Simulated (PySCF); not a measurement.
Choosing a molecule for a target property.

All species are isolated and taken at one optimised geometry, non-relativistic unless stated. Electronic properties by PySCF.

The conformers computed, where there is a choice (atom-mapped SMILES and torsion angles):
- `[CH2:1]=[CH:2][P:3](=[O:4])([OH:5])[CH:6]=[CH2:7]`: C1–C2–P3–O4 -10°, C2–P3–C6–C7 -120°, H–O5–P3–C2 124°
- `[CH3:1][CH2:2][CH2:3][n:4]1[cH:5][p:6][cH:7][n:8]1`: C1–C2–C3–N4 -67°, C2–C3–N4–C5 97°
- `[H]/[N:4]=[C:3](\[CH:2]=[CH2:1])[C:5]([NH2:6])=[O:7]`: C1–C2–C3–N4 -2°, C2–C3–C5–N6 -179°, H–N6–C5–C3 0°, H–N6–C5–C3 180°
- `[SiH3:1][N:2]([SiH3:3])[c:4]1[cH:5][cH:6][cH:7][s:8]1`: Si1–N2–C4–C5 6°

Question: Wanted: electronic spatial extent ⟨r²⟩ about the centre of nuclear charge below 1000 bohr² (wB97X-D/def2-SVPD) and lowest triplet excitation (Tamm–Dancoff) below 3.8 eV (TDA wB97X-D/def2-SVPD), at GFN2-xTB geometries. Which candidate meets both?
A. `C#C/C=C(\F)C#CC(F)F`
B. `CCCn1cpcn1`
C. `[H]/N=C(\C=C)C(N)=O`
D. `C#CCCl`
E. `C=CP(=O)(O)C=C`
F. `C#CCC#CC(F)=C(F)F`
G. `C=C=C=CC#CC(F)(F)F`

Answer: C. Computed values:
| species | electronic spatial extent ⟨r²⟩ about the centre of nuclear charge | lowest triplet excitation (Tamm–Dancoff) |
| --- | --- | --- |
| C#CCCl | 412 bohr² | 5.22 eV |
| [H]/N=C(\C=C)C(N)=O | 789 bohr² | 3.27 eV |
| C=CP(=O)(O)C=C | 891 bohr² | 4.39 eV |
| CCCn1cpcn1 | 1219 bohr² | 3.97 eV |
| C#CCC#CC(F)=C(F)F | 2023 bohr² | 3.63 eV |
| C#C/C=C(\F)C#CC(F)F | 2337 bohr² | 2.82 eV |
| C=C=C=CC#CC(F)(F)F | 2381 bohr² | 2.33 eV |

Question: Wanted: lowest singlet excitation below 5.3 eV (TDDFT wB97X-D/def2-SVPD) and HOMO energy below -8.8 eV (wB97X-D/def2-SVPD), at GFN2-xTB geometries. Which candidate meets both?
A. `[SiH3]N([SiH3])c1cccs1`
B. `C=C=C=CC#CC(F)(F)F`
C. `CCCN1C=PC=N1`
D. `C=CP(=O)(O)C=C`

Answer: B. Computed values:
```csv
species,lowest singlet excitation,HOMO energy
C=C=C=CC#CC(F)(F)F,3.88 eV,-9.01 eV
[SiH3]N([SiH3])c1cccs1,4.86 eV,-7.63 eV
CCCN1C=PC=N1,5.70 eV,-8.59 eV
C=CP(=O)(O)C=C,5.97 eV,-10.04 eV
```

Question: Wanted: dipole moment above 2.6 D (wB97X-D/def2-SVPD) and smallest rotational constant below 1 GHz (GFN2-xTB), at GFN2-xTB geometries. Which candidate meets both?
A. `C#CCCl`
B. `C#CCC#CC(F)=C(F)F`
C. `[H]/N=C(\C=C)C(=O)N`
D. `C=C=C=CC#CC(F)(F)F`
E. `C=CP(=O)(O)C=C`

Answer: D. Computed values:
```
            species  dipole moment  smallest rotational constant
             C#CCCl         1.80 D                     2.849 GHz
  C#CCC#CC(F)=C(F)F         2.26 D                     0.488 GHz
     C=CP(=O)(O)C=C         2.47 D                     1.586 GHz
[H]/N=C(\C=C)C(=O)N         2.72 D                     1.463 GHz
 C=C=C=CC#CC(F)(F)F         4.24 D                     0.428 GHz
```

Question: Wanted: HOMO–LUMO gap between 8.6 eV and 10 eV (wB97X-D/def2-SVPD) and static isotropic polarisability above 90 au (wB97X-D/def2-SVPD), at GFN2-xTB geometries. Which candidate meets both?
A. `C(C#CC(=C(F)F)F)C#C`
B. `C#CCCl`
C. `c1c(N([SiH3])[SiH3])scc1`
D. `C#C/C=C(\F)C#CC(F)F`
E. `[H]/N=C(\C=C)C(N)=O`
F. `C=C=C=CC#CC(F)(F)F`
G. `C=CP(=O)(O)C=C`

Answer: C. Computed values:
| species | HOMO–LUMO gap | static isotropic polarisability |
| --- | --- | --- |
| C=C=C=CC#CC(F)(F)F | 7.83 eV | 106.2 au |
| C#C/C=C(\F)C#CC(F)F | 8.37 eV | 97.1 au |
| [H]/N=C(\C=C)C(N)=O | 8.87 eV | 67.4 au |
| c1c(N([SiH3])[SiH3])scc1 | 9.10 eV | 121.5 au |
| C(C#CC(=C(F)F)F)C#C | 9.78 eV | 85.8 au |
| C=CP(=O)(O)C=C | 10.62 eV | 76.8 au |
| C#CCCl | 11.35 eV | 48.9 au |
